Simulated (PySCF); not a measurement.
**A series of derivatives of [BH3-][NH3+]**

Parent skeleton `[BH3-:1][NH3+:2]`; one hydrogen on atom 1 is replaced by X. Hydrogens on one atom are averaged.

Theory: GIAO PBE0/pcSseg-1 shieldings, PBE0-D3(BJ)/def2-SVP structure, in PySCF 2.14.0 with density-fitted response routines (averaged over atoms made equivalent by symmetry, fast rotation or ring inversion, non-relativistic Hamiltonian, one conformer, in vacuum).

References, each an isolated molecule treated in the same way: ¹¹B (σref 100.73) vs BF3·OEt2; ¹⁵N (σref 265.67) vs NH3; ¹H (σref 31.27) against TMS.

Parent (X = H): B1 -24.2, N2 40.3, H(B1) 2.22 ppm. Effects are Δδ = δ(X) − δ(H), positive for deshielding.

Problem. Give Δδ (ppm) for X = CH2OH, B(OH)2, NH2, OSiH3.

Solution. 
```csv
X,SMILES,B1,N2,H(B1)
CH2OH,[NH3+][BH2-]CO,+4.8,-4.3,-0.12
B(OH)2,[NH3+][BH2-]B(O)O,-5.5,-2.2,-0.28
NH2,N[BH2-][NH3+],+12.1,+22.5,+0.63
OSiH3,[NH3+][BH2-]O[SiH3],+16.8,+16.3,+1.06
```

Problem. Which position responds most, and to which substituents?

Solution. N2: from -4.3 ppm with CH2OH to +22.5 ppm with NH2.

Experimental scales use liquid or dissolved standards, which lie at an offset from isolated NH3 (liquid NH3: subtract about 20 ppm).
